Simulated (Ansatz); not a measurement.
Reaction (formal hydrolysis of a C–C bond): `C=C(C)C=S` + H₂O → `OC=S` + `C=CC`

Computed with Ansatz on PBE0-D4/def2-TZVP structures; ΔE is electronic, products minus reactants. CCSD(T)/CBS adds triple-zeta CCSD(T) − MP2 to the extrapolated MP2 energy (def2 sets, frozen cores). This one scheme is used for every species. DFT in def2-TZVPP. B3LYP here is the variant with VWN-RPA as its local correlation; programs differ in this. HSE06 is defined as in plane-wave codes. One conformer a species, not always the lowest.

Task: Is it downhill or uphill in electronic energy at CCSD(T)/CBS, and by how much? (An estimate is asked.)

Result: Computed: Uphill: ΔE = +44.0 kJ/mol.

Task: What do these levels give: PBE0-D4, B3LYP-D4, HSE06-D4, BHLYP-D4, B2PLYP, PBE, PBE0, r2SCANh, HSE06, LC-ωPBE, CCSD/def2-TZVPP, MP2/def2-QZVPP? (Best estimate.)

Result: The calculation gave: PBE0-D4 32.5, B3LYP-D4 31.5, HSE06-D4 32.5, BHLYP-D4 33.9, B2PLYP 29.9, PBE 21.6, PBE0 26.7, r2SCANh 28.7, HSE06 27.0, LC-ωPBE 21.2, CCSD/def2-TZVPP 36.5, MP2/def2-QZVPP 50.4 kJ/mol.

Largest T1 diagnostic among the species: 0.018.

In def2-TZVPP, CCSD(T) changes the Hartree–Fock value by +19.1 kJ/mol (the triples alone add +3.1 kJ/mol) and MP2 by +27.3 kJ/mol. Leaving LDA and LC-ωPBE aside and taking each functional with its dispersion term where it has one, the values, not all of them listed here, spread over 11.5 kJ/mol, from ωB97X-V to PBE-QIDH. LDA lies +6.7 kJ/mol from PBE without D4. From r2SCAN to r2SCAN0 (25 % exact exchange), in def2-TZVPP and without D4, ΔE moves by +3.1 kJ/mol.
